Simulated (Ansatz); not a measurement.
`COC(C)(F)F`. The species carries charge 0 and has multiplicity 1. The geometry is a stationary point of PBE0-D4/def2-TZVP. It is one conformer, not always the lowest.

```xyz
12

C     0.047    0.626    1.516
O     0.764    0.841    0.315
C     0.176    0.389   -0.827
C    -0.110   -1.088   -0.896
F    -0.988    1.077   -1.047
F     1.015    0.742   -1.819
H     0.577    1.183    2.286
H     0.033   -0.433    1.792
H    -0.976    1.002    1.441
H    -0.491   -1.326   -1.888
H     0.810   -1.643   -0.716
H    -0.859   -1.370   -0.157
```

What is the dipole moment at ωB97M-V/def2-TZVPP? (An estimate is asked.)

Computed: 3.01 D, with components (-0.82, -2.12, 1.98) D in this frame, pointing from negative to positive charge.

And with PBE, r2SCAN, B3LYP? (Best estimate.)

Ansatz gave: PBE 2.82 D, r2SCAN 2.93 D, B3LYP 3.01 D.

Give the Mulliken charges with ωB97M-V, PBE, B3LYP in def2-TZVPP. (Best estimate.)

The calculation gave: 
```tsv
atom	ωB97M-V	PBE	B3LYP
C1	-0.21	-0.17	-0.15
O2	-0.26	-0.21	-0.27
C3	0.43	0.37	0.49
C4	-0.33	-0.30	-0.29
F5	-0.20	-0.17	-0.22
F6	-0.18	-0.15	-0.19
H7	0.14	0.12	0.13
H8	0.12	0.10	0.10
H9	0.14	0.11	0.12
H10	0.12	0.11	0.11
H11	0.13	0.10	0.10
H12	0.11	0.09	0.09
```

B3LYP here is the variant with VWN-RPA as its local correlation; programs differ in this.
